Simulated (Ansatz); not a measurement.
Molecule: C₂H₃O, charge 0, multiplicity 2. It need not be the lowest isomer of its formula. 
Coordinates optimised at B3LYP-D3(BJ)/def2-TZVP (Ansatz, a quantum-chemistry and plane-wave program):
```
C
H 1 1.0907
H 1 1.0907 2 107.26
H 1 1.0931 2 110.55 3 -120.60
C 1 1.5066 2 108.57 3 117.14
O 5 1.1781 1 128.79 2 121.85
```
Charge 0, spin multiplicity 2.

Basis-set convergence of Hartree-Fock and CCSD(T) correlation energies (hartree) with Ansatz. Cores are frozen in the correlated levels unless marked. UHF or UKS for open shells. No spin-orbit coupling. No relativistic terms.

```tsv
basis	functions	E(HF)	E(corr, CCSD(T))
cc-pVDZ	-	-152.31140	-0.47314
cc-pVTZ	132	___	___
```

Some entries are withheld; supply them.


- cc-pVTZ, E(HF): -152.35621
- cc-pVTZ, E(corr, CCSD(T)): -0.57957
